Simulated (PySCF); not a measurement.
First SCF of a structure search on singlet SiN2, at a hand-made linear geometry. PySCF input:

```python
from pyscf import gto, scf, dft
mol = gto.M(atom='''
Si     0.000000     0.000000     0.000000
N      0.000000     0.000000     1.670000
N      0.000000     0.000000    -1.670000''',
    basis={'Si': 'def2-TZVP', 'N': 'def2-TZVP'},
    charge=0, spin=0)
mf = dft.RKS(mol, xc='PBE0')
mf.grids.atom_grid = (50, 194)
aux = {'Si': 'def2-universal-JKFIT', 'N': 'def2-universal-JKFIT'}
mf = mf.density_fit(auxbasis=aux)
mf.conv_tol = 1e-08
mf.diis_space = 10
mf.max_cycle = 60
mf.init_guess = 'minao'
mf.verbose = 4
mf.kernel()
```

Excerpt of the output (cycles and frontier levels):

```
init E= -398.560699532507
cycle= 1 E= -398.492722578053  delta_E= 0.068  |g|= 0.318  |ddm|= 1.82
  HOMO = -0.281167562678736  LUMO = -0.222149730536902  gap/eV = 1.60596
cycle= 2 E= -398.411324344085  delta_E= 0.0814  |g|= 0.658  |ddm|= 0.763
  HOMO = -0.31323893573085  LUMO = -0.251734816666247  gap/eV = 1.67361
cycle= 3 E= -398.524083544128  delta_E= -0.113  |g|= 0.0428  |ddm|= 0.481
  HOMO = -0.303480688392989  LUMO = -0.240153577629183  gap/eV = 1.72322
cycle= 4 E= -398.524466510822  delta_E= -0.000383  |g|= 0.0141  |ddm|= 0.0482
  HOMO = -0.306422156400559  LUMO = -0.242276366024623  gap/eV = 1.74550
cycle= 5 E= -398.524517370105  delta_E= -5.09e-05  |g|= 0.000943  |ddm|= 0.0114
  HOMO = -0.306447438246636  LUMO = -0.242139032257381  gap/eV = 1.74992
cycle= 6 E= -398.524518167605  delta_E= -7.97e-07  |g|= 0.000185  |ddm|= 0.00211
  HOMO = -0.306442904484503  LUMO = -0.242118945763242  gap/eV = 1.75034
cycle= 7 E= -398.524518179838  delta_E= -1.22e-08  |g|= 3.2e-05  |ddm|= 0.00026
  HOMO = -0.306447878431618  LUMO = -0.242121429874008  gap/eV = 1.75041
cycle= 8 E= -398.524518180177  delta_E= -3.39e-10  |g|= 2.04e-06  |ddm|= 4.03e-05
  HOMO = -0.306447835905224  LUMO = -0.242121215477223  gap/eV = 1.75042
Extra cycle  E= -398.524518180177  delta_E= 1.14e-13  |g|= 2.69e-06  |ddm|= 4.64e-06
converged SCF energy = -398.524518180177
```

No lower solution of this spin was found from smeared starts or by a stability analysis within the restricted form, which does not test spin polarisation.

At the minimum of this search the closed-shell solution is unstable towards spin polarisation, so a lower open-shell solution exists.

The search for the lowest solution, 3 starts and the stability check together, took 4.6 s on 2 threads of a shared Arm Neoverse V2 host, with 99 basis functions; the process peaked at 0.37 GiB. Launch command: `OMP_NUM_THREADS=2 python axn.py task.json out`.
